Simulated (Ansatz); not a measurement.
# CH5FSi: composite energy at a relaxed geometry, by script

A script is to give a composite energy at a relaxed geometry; the system is CH5FSi.

Computed with the Python package of Ansatz 0.2.0. The levels of theory stand in the script.

### 1 Starting point

Bond lengths: C1–Si2 1.780 Å, Si2–F3 1.582 Å, C1–H4 1.102 Å, C1–H5 1.130 Å, C1–H6 1.129 Å, Si2–H7 1.492 Å, Si2–H8 1.451 Å. Angles: C1–Si2–F3 107.1°, C1–Si2–H7 111.7°, C1–Si2–H8 111.7°, F3–Si2–H7 108.5°, F3–Si2–H8 107.5°, H7–Si2–H8 110.2°, Si2–C1–H4 113.4°, Si2–C1–H5 113.3°, Si2–C1–H6 115.0°, H4–C1–H5 107.0°, H4–C1–H6 103.5°, H5–C1–H6 103.6°.

The script holds or builds the structure itself.

### 2 The script

Contents of composite_ch5fsi.py:

```python
from dataclasses import dataclass
import itertools

import ansatz as az
from ase.data import atomic_numbers, covalent_radii
import numpy as np


@dataclass(frozen=True)
class RunConfig:
    basis_set: str = "def2-SVP"
    functional: str = "pbe0"


settings = RunConfig()

GEOMETRY = """
C    -0.48650    0.64420   -0.41140
Si    0.43590   -0.64690    0.39520
F     1.89370   -0.62880   -0.21880
H    -0.51070    0.54580   -1.50910
H    -1.55910    0.71220   -0.06200
H    -0.08700    1.68780   -0.24910
H     0.53790   -0.41510    1.86570
H    -0.13190   -1.95640    0.13360
"""

mol = az.Crystal.molecule()
for line in GEOMETRY.strip().splitlines():
    symbol, *xyz = line.split()
    mol = mol.atom(symbol, [float(v) for v in xyz])

calculation = mol.calculation()
calculation = calculation.basis(gaussian=settings.basis_set).functional(settings.functional)
symbols = [site.symbol for site in mol.cartesian_sites]
start = np.array([site.position_ang for site in mol.cartesian_sites], dtype=float)
r = calculation.relax(force_tolerance=0.01).run(threads=1).report
end = np.array(r["positions_ang"])
radius = [covalent_radii[atomic_numbers[s]] for s in symbols]
span = lambda where, i, j: np.linalg.norm(where[i] - where[j])
bonded = [(i, j) for i, j in itertools.combinations(range(len(symbols)), 2) if min(span(start, i, j), span(end, i, j)) < 1.2 * (radius[i] + radius[j])]
print("pair        before    after (A)")
for i, j in bonded:
    print(f"{symbols[i]}{i}-{symbols[j]}{j}".ljust(10), f"{span(start, i, j):8.4f} {span(end, i, j):8.4f}")

minimum = az.Crystal.molecule()
for symbol, place in zip(symbols, end):
    minimum = minimum.atom(symbol, place.tolist())
at_minimum = minimum.calculation()
level = lambda method, basis: at_minimum.basis(gaussian=basis).correlation(method).run(threads=1).report
small, large, cluster = level("mp2", "cc-pVDZ"), level("mp2", "cc-pVTZ"), level("ccsd_t", "cc-pVDZ")
corr = lambda each: (each["free_energy_ev"] - each["reference_energy_ev"]) / 27.211386246
mp2_limit = (27 * corr(large) - 8 * corr(small)) / 19
pieces = {"HF / cc-pVTZ": large["reference_energy_ev"] / 27.211386246, "MP2 correlation, DZ-TZ limit": mp2_limit, "CCSD(T) - MP2 / cc-pVDZ": corr(cluster) - corr(small)}
for name, value in pieces.items():
    print(f"{name:32s} {value:14.6f} Ha")
print(f"{'sum':32s} {sum(pieces.values()):14.6f} Ha")
print("T1 diagnostic", round(cluster["correlation"]["coupled_cluster"]["t1_diagnostic"], 4))
```

### 3 What the engine is handed

The engine receives this input (first run):

```yaml
crystal:
  periodic: [false, false, false]
  atoms:
    - { symbol: C, position_ang: [-0.4865, 0.6442, -0.4114] }
    - { symbol: Si, position_ang: [0.4359, -0.6469, 0.3952] }
    - { symbol: F, position_ang: [1.8937, -0.6288, -0.2188] }
    - { symbol: H, position_ang: [-0.5107, 0.5458, -1.5091] }
    - { symbol: H, position_ang: [-1.5591, 0.7122, -0.062] }
    - { symbol: H, position_ang: [-0.087, 1.6878, -0.2491] }
    - { symbol: H, position_ang: [0.5379, -0.4151, 1.8657] }
    - { symbol: H, position_ang: [-0.1319, -1.9564, 0.1336] }
basis:
  gaussian:
    orbitals: def2-SVP
hamiltonian:
  xc: pbe0
relax:
  f_tol: 0.01
```

### 4 Launch

Started as:

```console
> python composite_ch5fsi.py
```

Q: Predict the main results. Wanted: T1 diagnostic; composite energy.

The runs gave:

| quantity | value |
| --- | --- |
| T1 diagnostic | 0.0103 |
| composite energy | -429.948256 Ha |
| runs compared | 3 |

**Reading.** All 3 runs converged (14 to 20 cycles). A T1 diagnostic under about 0.02 supports a single-reference treatment, as here. Run 0: The relaxation took 5 moves; the largest shift is 0.086 Å, of atom 3 (F). Reading the output:
- The sum leaves out core correlation, relativity, the Hartree-Fock basis error and zero-point energy; a DZ-TZ extrapolation is rough.
- Inner cores stay frozen, so this is valence correlation.
- For Al to Cl the sets with a tight d function, cc-pV(X+d)Z, are usual.
